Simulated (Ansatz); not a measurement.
## Ansatz (development build ahead of 0.2.0) run

```yaml
crystal:
  periodic: [false, false, false]
  atoms:
    - { symbol: "N", position_ang: [0.0, 0.0, 0.0] }
    - { symbol: "N", position_ang: [0.0, 0.0, -1.695] }
    - { symbol: O, position_ang: [0.0, 0.0, 1.77] }
basis:
  gaussian: { orbitals: pcseg-2 }
magnetization:
  spin_polarized: true
hamiltonian:
  xc: pbe
```

The input is written out in the form of the current development build from the run's settings.

The run gave:

* Converged: yes
* Total energy: -184.21275 hartree
* Spin squared of the determinant: 0.960
* Stability test: minimum

Caution: the unrestricted determinant is a mixture of spin states.
